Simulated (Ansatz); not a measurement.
**2H MoS2**

Level of theory: HSE06-D3(BJ) in Ansatz (PAW).

Cell: relaxed with PBE-D3(BJ): a = 3.149 Å, b = 3.149 Å, c = 12.089 Å, α = 90.00°, β = 90.00°, γ = 120.00°.

```yaml
interlayer_binding_energy: 45.8 meV/Å²
```

Measured, for comparison: interlayer binding energy 34.3 ± 8 meV/Å² (temperature not stated, not corrected to a static lattice, bulk; as tabulated in Ning et al. (2022), arXiv:2204.11717). Computed (rounded) less measured: interlayer binding energy +34 %.

Ansatz is a program for electronic structure.
